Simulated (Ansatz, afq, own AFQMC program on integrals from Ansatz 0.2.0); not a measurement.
**CuCl, triplet: AFQMC among the cluster methods**

```xyz
2

Cu    0.0000    0.0000    0.0000
Cl    0.0000    0.0000    2.1406
```

Basis def2-TZVP. Only valence electrons are correlated. Integrals, coupled cluster, full CI and functionals: Ansatz 0.2.0; the random walks run on the same integrals in our own AFQMC program. ph-AFQMC/CISD is guided by a CISD state made of CCSD amplitudes; releasing the constraint for a short imaginary time cuts its bias at the price of noise, slowly where states lie close. Uncertainties: one standard error, sampling alone. The metal's outer-core s and p shells are frozen, which shifts wave-function levels against functionals.

Determinant: UHF, the one that the program's search chose, which needn't be the lowest solution. The geometry is a PBE0/def2-TZVP stationary point of this or a neighbouring charge and spin state.

No full CI on the walks' own integrals is used here; CCSDT(Q) serves as the reference and is uncertain by about the last step of the cluster series.

Cautions: no relativity below Rb; outer-core shells of the metal frozen; another spin lies lower (by 2.37 eV).

```
T1 diagnostic                               : 0.0326
weight of the determinant in the CISD state : 0.845
⟨S²⟩ of the determinant                     : 2.004
size of the correlated space                : 18 electrons in 68 orbitals
```

```json
{"level": "MP2", "correlation energy (eV)": "-13.5391"}
{"level": "CCSD", "correlation energy (eV)": "-13.5812"}
{"level": "CCSD(T)", "correlation energy (eV)": "-14.0016"}
```

Problem. Estimate where AFQMC with the constraint released lies against CCSD(T) on the same integrals.

Solution. 18.6 ± 13.2 meV below CCSD(T). The gap is under twice the noise, so this walk alone can't tell the two apart.

Reference: CCSDT(Q), correlation energy -14.050 eV. The released energy is read at 1.00 1/Eh (meV from the phaseless value at times in 1/Eh: -9 ± 10 at 0.24, -19 ± 8 at 0.50, -4 ± 13 at 1.00).

| level | E − E(reference) (meV) | share of correlation (%) |
| --- | --- | --- |
| CCSD(T) | 48.6 | 99.65 |
| CCSDT | 22.3 | 99.84 |
| ph-AFQMC/HF | -10.7 ± 34.4 | 100.08 |
| ph-AFQMC/CISD | 34.2 ± 6.9 | 99.76 |
| released AFQMC | 30.0 ± 13.2 | 99.79 |

A walk keeps the symmetry of its determinant, which the program's search chose and which needn't be the lowest solution, so a lower state of the same spin and another symmetry isn't excluded. Released energies are given only where the last usable release times agree within the noise; a slower fall can still hide under it.
